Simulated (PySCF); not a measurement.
Molecule: SMILES C=CC(F)(F)F, C₃H₃F₃.

Geometry:
```csv
atom,x (Å),y (Å),z (Å)
C1,-1.342,0.105,-0.325
C2,-0.266,0.356,0.413
C3,1.074,-0.247,0.138
F4,1.047,-1.117,-0.872
F5,1.970,0.699,-0.168
F6,1.538,-0.891,1.215
H7,-2.304,0.568,-0.094
H8,-1.295,-0.573,-1.181
H9,-0.288,1.030,1.274
```

Geometry PBE0-D3(BJ)/def2-SVP throughout; GIAO in PySCF 2.14.0 with density-fitted response routines, gas phase, one conformer, non-relativistic; equivalent atoms averaged; functional PBE0.

**Question.** How do the shifts δ (against TMS, CFCl3 at the same level) depend on the basis set? (ppm; last column core-seconds on shared hosts with different chips, so compare them loosely)

**Answer.** 
```tsv
basis set	functions	C1	C2	C3	F4/F5/F6	H8	H7	H9	core-s
STO-3G	33	107.8	105.3	96.2	-94.0	5.59	5.57	5.49	2.1
6-31G	60	123.1	125.8	126.1	-94.2	6.46	6.02	6.18	3.9
pcSseg-0	60	139.9	141.5	144.9	-88.9	6.68	6.34	6.36	7.4
6-31G*	90	119.1	124.1	120.2	-84.2	5.94	5.58	5.84	5.6
def2-SVP	99	123.1	128.3	124.2	-68.5	6.06	5.66	5.79	6
cc-pVDZ	99	123.4	130.0	123.3	-80.4	6.07	5.67	5.78	12
pcSseg-1	117	131.1	136.1	127.2	-83.0	6.23	5.90	6.01	6.3
aug-cc-pVDZ	165	123.0	129.5	123.1	-76.3	6.33	5.91	6.24	24
6-311+G(2d,p)	180	127.8	134.4	126.1	-82.3	6.20	5.82	6.17	13
def2-TZVP	204	129.1	135.8	129.6	-79.4	6.19	5.81	6.16	16
cc-pVTZ	222	128.2	134.4	128.5	-79.5	6.18	5.81	6.13	33
IGLO-III	240	132.3	139.3	130.7	-80.2	6.22	5.83	6.21	36
pcSseg-2	258	133.6	140.3	132.0	-80.8	6.23	5.87	6.21	23
```

**Question.** Which nucleus moves most, in ppm?

**Answer.** C3 (CF3 carbon): from 96.2 ppm with STO-3G to 144.9 ppm with pcSseg-0. The smallest spread is 0.77 ppm, at H7. Proton shifts span only some 12 ppm, so a few tenths of a ppm matter as much there as several ppm in carbon.

**Question.** Taking the largest basis, pcSseg-2 (258 functions), as the yardstick, rank the others by their worst heavy-atom deviation.

**Answer.** IGLO-III 1.3 ppm (240 functions), def2-TZVP 4.5 ppm (204 functions), pcSseg-1 4.8 ppm (117 functions), cc-pVTZ 5.9 ppm (222 functions), 6-311+G(2d,p) 5.9 ppm (180 functions), cc-pVDZ 10.3 ppm (99 functions), aug-cc-pVDZ 10.8 ppm (165 functions), def2-SVP 12.3 ppm (99 functions), pcSseg-0 12.9 ppm (60 functions), 6-31G 14.5 ppm (60 functions), 6-31G* 16.2 ppm (90 functions), STO-3G 35.8 ppm (33 functions).

A small basis that lands close on one nucleus may do so by chance; judge by the trend and by all nuclei.
